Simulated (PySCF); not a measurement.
Bond length, frequency and bond energy of BF by level of theory

State: ¹Σ⁺ (singlet), closed shell. Set-up: basis B aug-cc-pVDZ, F aug-cc-pVDZ; no relativity; PySCF 2.14. De refers to B + F in their high-spin ground configurations, without counterpoise correction. A positive dipole means B(−)F(+).

```csv
Level,Re (Å),ωe (cm⁻¹),De (eV),μ (D),"CPU s a point (SCF and correlation, without the integrals)"
RHF,1.276,1363,5.53,0.82,0.047
RHF-MP2,1.304,1263,7.56,n/a,0.071
RHF-SCS-MP2,1.304,1264,7.35,n/a,n/a
RHF-CCSD,1.306,1259,7.04,n/a,n/a
RHF-CCSD(T),1.310,1242,7.17,n/a,0.72
PBE,1.300,1254,7.79,0.90,0.39
PBEsol,1.296,1269,8.14,0.94,0.28
r²SCAN,1.291,1289,7.51,0.96,0.61
TPSSh,1.295,1282,7.35,0.91,0.69
PBE0,1.287,1308,7.44,0.89,0.74
B2PLYP,1.293,1287,7.44,0.77,0.37
```

The bond length runs from 1.276 Å (RHF) to 1.310 Å (RHF-CCSD(T)). De spans 5.53 eV (RHF, mean field) to 8.14 eV (PBEsol, GGA). Correlation at CCSD(T) changes the Hartree–Fock bond energy by +1.64 eV; the triples alone change it by +0.13 eV.

Correlated steps freeze 2 core orbitals. Correlated levels converge slowly with the basis: in double zeta they bind strong bonds too weakly, by up to about 1 eV, and carry superposition errors of some tenths. Where the molecule has an RHF reference, its open-shell atoms are computed with UHF. B2PLYP dipoles, levels and charges come from its SCF part alone.

The whole job (state search and all levels along the bond) took about 0.93 min on 1 thread of Arm Neoverse V1 (shared host), peak memory 0.48 GiB.
